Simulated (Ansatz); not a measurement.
The input, for Ansatz 0.2.0:

```yaml
crystal:
  periodic: [false, false, false]
  atoms:
    - {symbol: H, position_ang: [-2.424341, 0.054876, 0.000000]}
    - {symbol: H, position_ang: [-1.537341, 0.054876, 0.000000]}
    - {symbol: Si, position_ang: [0.091659, 0.054876, 0.000000]}
    - {symbol: H, position_ang: [0.703839, -0.819409, 1.090012]}
    - {symbol: H, position_ang: [0.703839, -0.819409, -1.090012]}
basis:
  gaussian: {orbitals: "6-31G*"}
correlation: {active_space: {ras: {orbitals: [4, 0, 18], electrons: 8, max_holes: 3, max_particles: 3}, fixed_orbitals: true}}
scf: {lower_state_search: off}
```

```sh
$ ansatz run in.yaml --threads 1 --pin off --events-out ev --progress --plain --max-ram 2393MiB
```

Problem. Roughly how long does this take on 1 thread of Arm Neoverse V1, shared host, and how much host memory?

Solution. 0.66 s wall and 0.08 GiB.

```
these checks for a lower state are left out or cut short: stability, starts, cluster_reference, orbital_swaps, neighbouring_geometries, increment
293 factors; integrals over basis functions are off by at most 7.4e-4 eV
mean field evaluation 1: about -7919.9674 eV, gradient 9.4e0 eV
mean field evaluation 2: about -7919.9699 eV, gradient 9.4e0 eV
mean field evaluation 4: about -7920.4692 eV, gradient 5.2e-1 eV
mean field evaluation 8: about -7920.4713 eV, gradient 4.5e-6 eV
mean field -7920.47126733 eV, -291.0719503862 hartree, gradient 1.7e-6 eV, S^2 0.000000; 0 other end points of the search recorded, 0 dependent functions left out
reference -7920.47126733 eV, -291.0719503862 hartree; 9, 9 occupied and 18, 18 virtual orbitals, 293 factors
state -7923.87238596 eV, -291.1969391904 hartree
Total energy: -7923.87238596 eV, -291.1969391904 hartree
Checks for a lower state left out: stability, starts, cluster_reference, orbital_swaps, neighbouring_geometries, increment
```

Natural occupations: 1.9741 1.9677 1.9637 1.8899 0.0898 0.0330 0.0214 0.0164 0.0075 0.0068 0.0057 0.0051 0.0043 0.0036 0.0033 0.0029 0.0022 0.0011 0.0007 0.0004 0.0003 0.0001.
